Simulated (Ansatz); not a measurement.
AlCl$_{3}$, singlet, geometry from GFN2-xTB (such geometries of metal compounds can be far from the true shape); HF/6-31G (Ansatz, an electronic-structure program).

Input for Ansatz:
Ansatz 0.2 input:
```yaml
crystal:
  periodic: [false, false, false]
  atoms:
    - {symbol: Al, position_ang: [0.00007163, -0.00003268, -0.01168397]}
    - {symbol: Cl, position_ang: [0.01172470, 2.02980854, -0.00262734]}
    - {symbol: Cl, position_ang: [1.75194248, -1.02503148, 0.01658624]}
    - {symbol: Cl, position_ang: [-1.76372195, -1.00475207, -0.00502410]}
basis:
  gaussian:
    orbitals: 6-31G
hamiltonian:
  xc: hf
magnetization: {spin_polarized: true}
```

It wrote (shortened):

```
Functional definition: HF
561 factors; integrals over basis functions are off by at most 5.4e-5 eV
mean field evaluation 1: about -44093.4972 eV, gradient 1.2e1 eV
mean field evaluation 2: about -44093.5021 eV, gradient 1.2e1 eV
mean field evaluation 4: about -44094.7253 eV, gradient 5.4e-1 eV
mean field evaluation 8: about -44094.7294 eV, gradient 1.6e-5 eV
mean field -44094.72942736 eV, -1620.4514179744 hartree, gradient 5.7e-5 eV, S^2 0.000000; 0 other end points of the search recorded, 0 dependent functions left out
reference -44094.72942736 eV, -1620.4514179744 hartree; 32, 32 occupied and 20, 20 virtual orbitals, 561 factors
Total energy: -44094.72942736 eV, -1620.4514179744 hartree
```
